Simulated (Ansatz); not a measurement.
Geometry optimisation, RKS B3LYP-D4/def2-SVPD (Ansatz 0.2.0).

Input:

```yaml
crystal:
  periodic: [false, false, false]
  atoms:
    - { symbol: B, position_ang: [-0.6466, 0.433, -0.3372] }
    - { symbol: "N", position_ang: [0.5374, 0.531, 1.0173] }
    - { symbol: C, position_ang: [-0.1212, -0.7934, -0.9318] }
    - { symbol: H, position_ang: [0.2242, -0.635, 0.4154] }
    - { symbol: H, position_ang: [-1.6473, 1.0108, -0.2398] }
    - { symbol: H, position_ang: [1.3589, 1.0957, 0.8576] }
    - { symbol: H, position_ang: [0.1018, 0.8065, 1.8838] }
    - { symbol: H, position_ang: [-0.7328, -1.4601, -1.5313] }
    - { symbol: H, position_ang: [0.9257, -0.9886, -1.134] }
basis:
  gaussian: { orbitals: def2-SVPD }
hamiltonian:
  xc: b3lyp
  dispersion: d4
relax:
  f_tol: 0.15
  max_steps: 25
  restrain:
    - { distance: [3, 1], at: 2.32, k: 30.0 }
    - { distance: [0, 1], at: 1.55, k: 30.0 }
    - { distance: [3, 2], at: 1.07, k: 30.0 }
```

Run as:

```bash
$ ansatz run input.yaml --threads 2 --pin off --max-ram 3072MiB --backend cpu --events-out ev --progress --plain --runs-dir out
```

**Question.** Where does it end, and by what steps?

**Answer.** The forces met the threshold. The restraints hold the end off the free minimum. After 11 steps the energy has fallen by 3.548 eV (the restraints' own energy left out); H6 moved furthest, 1.13 Å. Joined: C3–H4 (1.40 → 1.08 Å).

```tsv
step	energy less start (eV)	largest force component (eV/Å)	accepted
0	0.0000	2.503	yes
1	-0.4834	2.817	yes
2	-1.2779	3.338	yes
3	-2.1441	1.695	yes
4	-2.8254	1.868	yes
5	-3.0174	1.818	yes
6	-3.1943	1.868	yes
7	-3.3513	1.967	yes
8	-3.4375	1.735	yes
9	-3.4855	1.987	yes
10	-3.5417	1.777	yes
11	-3.5484	2.155	yes
```

```xyz
9
Properties=species:S:1:pos:R:3
B -0.505 0.466 -0.104
N 0.258 0.765 1.115
C 0.027 -0.807 -0.829
H 0.797 -1.140 -0.142
H -1.424 1.184 -0.396
H 1.018 0.177 1.425
H 0.066 1.556 1.714
H -0.720 -1.602 -0.974
H 0.484 -0.600 -1.809
```

The run took 27 s on 2 threads of Intel(R) Xeon(R) Platinum 8488C (Sapphire Rapids), on a shared host, peak memory 0.2 GiB.
